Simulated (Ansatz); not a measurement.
## Worked example: correlation energy of SiPH3 (H-bridged), singlet

Geometry: a PBE0/def2-TZVP stationary point for this spin, not checked as a minimum.

| atom | x (Å) | y (Å) | z (Å) |
| --- | --- | --- | --- |
| Si | -0.0282 | 0.0000 | 1.0177 |
| P | -0.0215 | 0.0000 | -1.0416 |
| H | 1.2627 | 0.0000 | -0.1869 |
| H | 0.0919 | 1.1877 | 1.9190 |
| H | 0.0919 | -1.1877 | 1.9190 |

Basis cc-pVDZ; Ansatz 0.2.0. Only valence electrons are correlated (noble-gas cores frozen), which leaves 12 electrons in 41 orbitals. Prefix R: restricted or restricted open-shell reference.

Full CI isn't at hand for all of this; RCCSDT(Q) serves as the reference, and is uncertain by the last step of the cluster series or more.

RCCSD has a T1 diagnostic of 0.015 and a largest doubles amplitude of 0.05.

Runs differ by some tens of microhartree through their thresholds, so steps under 0.03 kcal/mol mean nothing.

```json
{"level": "RHF", "total energy (hartree)": "-631.328215"}
{"level": "RMP2", "total energy (hartree)": "-631.543184"}
{"level": "RCCSD", "total energy (hartree)": "-631.579574"}
{"level": "RCCSD(T)", "total energy (hartree)": "-631.588472"}
{"level": "RCCSDT", "total energy (hartree)": "-631.589595"}
{"level": "RCCSDT(Q)", "total energy (hartree)": "-631.590198"}
```

What is the correlation energy at RCCSDT(Q), and what share of it do RMP2 and RCCSDT recover?

E(corr) = -631.590198 − (-631.328215) = -0.261983 hartree = -7.129 eV. RMP2: -0.214969 / -0.261983 = 82.05 %. RCCSDT: -0.261380 / -0.261983 = 99.77 %.

By how many kcal/mol does RCCSD(T) miss RCCSDT(Q) (1 hartree = 627.509 kcal/mol), and which steps make up the rest?

-631.588472 − (-631.590198) = 0.001726 hartree = 1.08 kcal/mol. Steps: RCCSDT − RCCSD(T) = -0.70, RCCSDT(Q) − RCCSDT = -0.38 kcal/mol. Differences between like states or geometries often cancel part of this.
